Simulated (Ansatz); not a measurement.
One change: `OBF` becomes `OBS`.

Ansatz, PBE0-D4/def2-TZVP geometries, multiplicity 1. Each molecule was computed in one conformer, which needn't be the lowest.

| property | `OBF` |
| --- | --- |
| HOMO–LUMO gap (PBE0/def2-TZVPP) / eV | 10.81 |
| HOMO–LUMO gap (PBE/def2-TZVPP) / eV | 8.06 |
| HOMO energy (B3LYP/def2-TZVPP) / eV | -10.22 |
| LUMO energy (PBE0/def2-TZVPP) / eV | 0.38 |
| size of the dipole moment (ωB97M-V/def2-TZVPP) / D | 1.09 |
| zero-point energy (PBE0-D4/def2-TZVP) / kJ/mol | 79.7 |

Question: Give the same properties after the change, and the shifts. (Best estimate.)

Answer: Computed: 
```tsv
property	`OBS`	shift
HOMO–LUMO gap (PBE0/def2-TZVPP) / eV	7.85	-2.96
HOMO–LUMO gap (PBE/def2-TZVPP) / eV	5.64	-2.42
HOMO energy (B3LYP/def2-TZVPP) / eV	-7.64	2.58
LUMO energy (PBE0/def2-TZVPP) / eV	-0.05	-0.43
size of the dipole moment (ωB97M-V/def2-TZVPP) / D	0.73	-0.36
zero-point energy (PBE0-D4/def2-TZVP) / kJ/mol	98.5	18.8
```

With PBE0 the HOMO rises by 2.53 eV and the LUMO falls by 0.43 eV, so the gap narrows by about 2.96 eV. PBE moves the HOMO by 2.03 eV and ωB97M-V by 2.76 eV. The zero-point energy changes by 18.8 kJ/mol with +3 modes. Dipoles are sizes alone; their direction can turn.

B3LYP here is the variant with VWN-RPA as its local correlation; programs differ in this.
